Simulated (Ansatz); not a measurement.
# Hafnium, hcp under r²SCAN: how the Gaussian smearing moves the result

Aim: find which Gaussian smearing width is enough for energy and pressure. The geometry was relaxed under r²SCAN beforehand and stays fixed; 7 values are run, from 0.01 to 1.0 eV. Wanted are the values from which on the energy stays within 10 and 1 meV/atom, and the pressure within 0.5 GPa, of the narrowest run. Within the series other settings stay, but some runs also write fields, which adds to their time. Spin polarisation is left out.

Method: DFT r²SCAN, plane waves with PAW, scalar-relativistic, in Ansatz 0.2.0.

## Step 1: The starting structure

The structure is hexagonal, space group P6_3/mmc (No. 194). Conventional cell: a = 3.199 Å, b = 3.199 Å, c = 5.051 Å, α = 90.00°, β = 90.00°, γ = 120.00°. Hf (site symmetry -6m2) has 12 Hf at 3.13 to 3.20 Å as nearest neighbours.

As a file:

```cif
data_structure
_symmetry_space_group_name_H-M 'P6_3/mmc'
_symmetry_Int_Tables_number 194
_cell_length_a 3.1987
_cell_length_b 3.1987
_cell_length_c 5.0505
_cell_angle_alpha 90.000
_cell_angle_beta 90.000
_cell_angle_gamma 120.000
_cell_volume 44.75
loop_
_atom_site_label
_atom_site_type_symbol
_atom_site_symmetry_multiplicity
_atom_site_Wyckoff_symbol
_atom_site_fract_x
_atom_site_fract_y
_atom_site_fract_z
_atom_site_occupancy
Hf1 Hf 2 c 0.33333 0.66667 0.25000 1
```

## Step 2: With a width of 0.01 eV

The run at 0.01 eV.

input.yaml reads:

```yaml
crystal:
  lattice:
    - [3.1987335297, 0.0, 0.0]
    - [-1.5993667648, 2.7701844966, 0.0]
    - [0.0, 0.0, 5.0505021987]
  atoms:
    - { symbol: Hf, position: [0.3333333333, 0.6666666667, 0.25] }
    - { symbol: Hf, position: [0.6666666667, 0.3333333333, 0.75] }
hamiltonian:
  xc: r2scan
  pseudopotentials:
    kind: paw
    azcp:
      Hf: "pseudopotentials/Hf.paw.azcp"
basis:
  ecutwfc: 500
  fft_grid_basis: typed
kpoints:
  mp_grid: { grid: [11, 11, 6], shift: [0, 0, 0] }
magnetization:
  spin_polarized: false
scf:
  occupations: { method: gaussian, width: 0.01 }
  lower_state_search: "off"
output:
  stress: true
  write_density: true
  write_potential: true
  elf: true
  volumetric_format: npy
```

Command:

```bash
ansatz run input.yaml --threads 2 --pin off --max-ram 5120MiB --backend cpu --events-out ev --progress --plain --runs-dir out
```

## Step 3: With a width of 0.03 eV

The run at 0.03 eV.

input.yaml, as its differences from that of step 2:

```diff
@@ -22,3 +22,3 @@
 scf:
-  occupations: { method: gaussian, width: 0.01 }
+  occupations: { method: gaussian, width: 0.03 }
   lower_state_search: "off"
@@ -26,5 +26 @@
   stress: true
-  write_density: true
-  write_potential: true
-  elf: true
-  volumetric_format: npy
```

## Step 4: With a width of 0.1 eV

The run at 0.1 eV.

input.yaml, as its differences from that of step 3:

```diff
@@ -22,3 +22,3 @@
 scf:
-  occupations: { method: gaussian, width: 0.03 }
+  occupations: { method: gaussian, width: 0.1 }
   lower_state_search: "off"
```

## Step 5: With a width of 0.2 eV

The run at 0.2 eV.

input.yaml, as its differences from that of step 4:

```diff
@@ -22,3 +22,3 @@
 scf:
-  occupations: { method: gaussian, width: 0.1 }
+  occupations: { method: gaussian, width: 0.2 }
   lower_state_search: "off"
@@ -26 +26,5 @@
   stress: true
+  write_density: true
+  write_potential: true
+  elf: true
+  volumetric_format: npy
```

## Step 6: With a width of 0.3 eV

The run at 0.3 eV.

input.yaml, as its differences from that of step 5:

```diff
@@ -22,3 +22,3 @@
 scf:
-  occupations: { method: gaussian, width: 0.2 }
+  occupations: { method: gaussian, width: 0.3 }
   lower_state_search: "off"
@@ -26,5 +26 @@
   stress: true
-  write_density: true
-  write_potential: true
-  elf: true
-  volumetric_format: npy
```

## Step 7: With a width of 0.6 eV

The run at 0.6 eV.

input.yaml, as its differences from that of step 6:

```diff
@@ -22,3 +22,3 @@
 scf:
-  occupations: { method: gaussian, width: 0.3 }
+  occupations: { method: gaussian, width: 0.6 }
   lower_state_search: "off"
@@ -26 +26,5 @@
   stress: true
+  write_density: true
+  write_potential: true
+  elf: true
+  volumetric_format: npy
```

## Step 8: With a width of 1.0 eV

The run at 1.0 eV.

input.yaml, as its differences from that of step 7:

```diff
@@ -22,3 +22,3 @@
 scf:
-  occupations: { method: gaussian, width: 0.6 }
+  occupations: { method: gaussian, width: 1.0 }
   lower_state_search: "off"
@@ -26,5 +26 @@
   stress: true
-  write_density: true
-  write_potential: true
-  elf: true
-  volumetric_format: npy
```

(Steps that only read results are left out.)

**Question.** What will these runs give?

The runs gave:

| quantity | value |
| --- | --- |
| E(σ → 0) stays within 10 meV/atom of 0.01 eV | up to 0.3 eV |
| E(σ → 0) stays within 1 meV/atom | up to 0.3 eV |
| pressure stays within 0.5 GPa | up to 0.6 eV |
| pressure at 0.01 eV | 0.03 GPa |
| energy of a separate run on a finer mesh (19×19×10) | +0.7 meV/atom from 0.01 eV |

What this shows: The far end, 1.0 eV, lies +34.7 meV/atom and +1.6 GPa from the yardstick. Over the range F shifts by -230.5 meV/atom, while E(σ → 0) shifts by +34.7. With this scheme F falls about as the square of the width. The mesh (11×11×6) is fixed, so the narrowest widths carry a k-point error of their own. A run on a finer mesh agrees with the yardstick to 1 meV/atom.
